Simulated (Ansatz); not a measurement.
The first iterations of a band of C2H3F2N (8 atoms, charge 0, multiplicity 1).

All numbers below come from RKS PBE/def2-SVP (Ansatz 0.2.0).

* movable images: 7
* climbing image: yes
* spring: 5.0 eV/Å²
* optimiser: quadratic models (default)
* start path: through a guess of the saddle point
* force threshold: 0.05 eV/Å
* iteration limit: 55
* end points: relaxed

Image 0:

```xyz
8
Properties=species:S:1:pos:R:3
N -0.480 0.745 0.970
C -0.130 -0.417 0.265
C 0.296 -0.449 -1.012
F 0.492 -1.559 -1.722
F 0.528 0.649 -1.745
H -0.128 0.751 1.932
H -0.186 1.603 0.492
H -0.300 -1.381 0.764
```

Image 8:

```xyz
8
Properties=species:S:1:pos:R:3
N -0.076 0.694 1.117
C -0.146 -0.414 0.258
C 0.339 -0.455 -0.996
F 0.398 -1.547 -1.756
F 0.875 0.605 -1.618
H 0.199 1.554 0.633
H -0.946 0.856 1.633
H -0.550 -1.349 0.673
```

| iteration | highest image above the first end (eV) | largest band force component (eV/Å) |
| --- | --- | --- |
| 1 | 1.367 | 8.887 |
| 2 | 0.325 | 1.224 |

Q: Does the band converge within its limit, and where does its top end?

A: It converged. It ended after 7 iterations with the highest image 0.184 eV above the first end. A vibrational analysis at the climbing image gives one clearly imaginary mode, 315i cm⁻¹: a first-order saddle point.

The run took 3.7 min on 1 thread of Intel(R) Xeon(R) Processor @ 2.50GHz (Skylake/Cascade Lake), on a shared host, peak memory 0.12 GiB.
